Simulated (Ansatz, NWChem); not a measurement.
# CH4N2S (thiourea): from total energies to a heat of formation

The species is CH4N2S (8 atoms), meant as a singlet with charge 0. SMILES: `NC(N)=S`. The shape is that of a PBE0-D4/def2-TZVP optimisation. This is one conformer, not always the lowest.

Total energies at B3LYP/6-31G* (Cartesian functions) (NWChem 7.3.0); the atoms run unrestricted:

```
species    state  energy (Eh)
 CH4N2S  singlet  -548.214897
      N  quartet   -54.584490
      C  triplet   -37.846280
      S  triplet  -398.104991
      H  doublet    -0.500273
```

Harmonic wavenumbers at PBE0-D4/def2-TZVP, in cm⁻¹: 320, 372, 400, 459, 496, 591, 651, 787, 1067, 1079, 1429, 1454, 1629, 1651, 3593, 3601, 3728, 3729.

Measured heats of formation of the gaseous atoms at 298.15 K, in kJ/mol: N 472.4, C 716.9, S 277.0, H 218.0. Spin-orbit lowering of the atoms at 298 K (mean of the ground term's levels less their thermal mean, from spectra), in kJ/mol: C 0.02, S 1.88. Take 1 Eh = 2625.50 kJ/mol, 1 cm⁻¹ = 0.0119627 kJ/mol, RT = 2.479 kJ/mol.

Task: Work out the heat of formation of the gas at 298 K.

Result: 
1. Electronic atomisation energy: 2 × (-54.584490) + (-37.846280) + (-398.104991) + 4 × (-0.500273) − (-548.214897) = 1.093554 Eh = 2871.1 kJ/mol.
2. Zero-point energy: half the sum of the wavenumbers, 13518 cm⁻¹ = 161.7 kJ/mol.
3. Thermal vibrational enthalpy, Σ hcν̃/(exp(hcν̃/kT) − 1): 5.2 kJ/mol. Translation, rotation and pV of a non-linear molecule: 4 RT = 9.9 kJ/mol.
4. The 8 free atoms carry 5/2 RT each: 49.6 kJ/mol.
5. Spin-orbit coupling lowers the free atoms by 0.02 + 1.88 = 1.9 kJ/mol.
6. Atomisation enthalpy at 298 K: 2871.1 − 1.9 − 161.7 − 5.2 − 9.9 + 49.6 = 2742.0 kJ/mol.
7. Sum of the atoms' heats of formation: 2810.7 kJ/mol. Heat of formation: 2810.7 − 2742.0 = +68.7 kJ/mol.

The tabulated value is +22.9 kJ/mol (CRC Handbook of Chemistry and Physics), so this level is off by +45.8 kJ/mol, or 1.6 % of the atomisation enthalpy that the table implies (2787.8 kJ/mol). Anharmonicity and any spin-orbit splitting of the molecule are left out.
